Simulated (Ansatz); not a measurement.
# CH₄ClO− (built from SMILES CCl.[OH-]): a reaction path by the nudged elastic band

Aim: the minimum-energy path between two given structures and its highest point. Both ends were relaxed at PBE0-D4 in triple zeta.

Program: Ansatz 0.2.0, Gaussian basis. Level of theory: PBE0-D4/def2-SVPD. These are calculated values, not measurements.

10 further runs of the same task are left out: 10 set aside as unsound or not needed.

**1. Starting geometry**

The first end: 7 atoms, charge -1, spin multiplicity 1.

Atoms are counted from 1 here; the program's logs count them from 0.

Bond lengths: Cl1–C2 1.859 Å, C2–H4 1.081 Å, C2–H5 1.082 Å, C2–H6 1.081 Å, O3–H7 0.962 Å. Angles: Cl1–C2–H4 108.0°, Cl1–C2–H5 106.7°, Cl1–C2–H6 108.0°, H4–C2–H5 111.5°, H4–C2–H6 111.0°, H5–C2–H6 111.5°.

As a file:

```
atom    x (Å)    y (Å)    z (Å)
 Cl1  -2.2589  -0.7558   0.9185
  C2  -0.6149  -0.2007   0.2528
  O3   1.6789   0.2190  -0.8386
  H4  -0.6676  -0.2203  -0.8263
  H5  -0.4520   0.8024   0.6231
  H6   0.1400  -0.8836   0.6155
  H7   2.1742   1.0389  -0.7451
```

The second end:

```
Cl   -2.4062    1.3634   -0.4262
C     0.5513   -0.5032    0.2208
O     0.5520    0.6668   -0.5351
H    -0.0896   -1.2852   -0.2140
H     0.2044   -0.3386    1.2524
H     1.5770   -0.8897    0.2649
H    -0.3892    0.9866   -0.5629
```

**2. The band at PBE0-D4/def2-SVPD**

Input file neb/in.yaml:

```yaml
crystal:
  periodic: [false, false, false]
  atoms:
    - {symbol: Cl, position_ang: [-2.258900, -0.755795, 0.918530]}
    - {symbol: C, position_ang: [-0.614853, -0.200672, 0.252822]}
    - {symbol: O, position_ang: [1.678949, 0.219045, -0.838572]}
    - {symbol: H, position_ang: [-0.667590, -0.220276, -0.826309]}
    - {symbol: H, position_ang: [-0.452018, 0.802397, 0.623094]}
    - {symbol: H, position_ang: [0.139963, -0.883619, 0.615485]}
    - {symbol: H, position_ang: [2.174249, 1.038921, -0.745052]}
basis:
  gaussian: {orbitals: def2-SVPD}
total_charge: -1
hamiltonian: {xc: pbe0, dispersion: d4}
neb:
  images: 5
  climbing: true
  max_iterations: 40
  initial_path: idpp
  final_atoms:
    - {symbol: Cl, position_ang: [-2.406163, 1.363413, -0.426157]}
    - {symbol: C, position_ang: [0.551332, -0.503214, 0.220778]}
    - {symbol: O, position_ang: [0.551993, 0.666765, -0.535055]}
    - {symbol: H, position_ang: [-0.089564, -1.285249, -0.213958]}
    - {symbol: H, position_ang: [0.204418, -0.338580, 1.252362]}
    - {symbol: H, position_ang: [1.576961, -0.889707, 0.264930]}
    - {symbol: H, position_ang: [-0.389177, 0.986572, -0.562899]}
```

On the command line:

```sh
ansatz run in.yaml --threads 2 --pin off --events-out ev --progress --plain --max-ram 4352MiB
```

**Question.** What will these runs give? Wanted: from earlier runs: barrier over the separately found saddle, CCSD(T)/def2-TZVPPD.

As calculated:

| quantity | value |
| --- | --- |
| PBE0-D4/def2-SVPD, 19 iterations | highest 0.006 eV (image 1), last end -2.576 eV |
| from earlier runs: barrier over the separately found saddle, CCSD(T)/def2-TZVPPD | 0.082 eV |

In words: The highest image lies 0.006 eV above the first end, and it climbed, so it estimates the saddle. The ends are not quite minima at this level (largest force component 0.31 eV/Å), so the heights are unreliable: relaxing the first end would lower it and raise the barrier above it. The highest image is 0.076 eV below the CCSD(T) barrier in triple zeta, which comes from separate runs on the saddle.
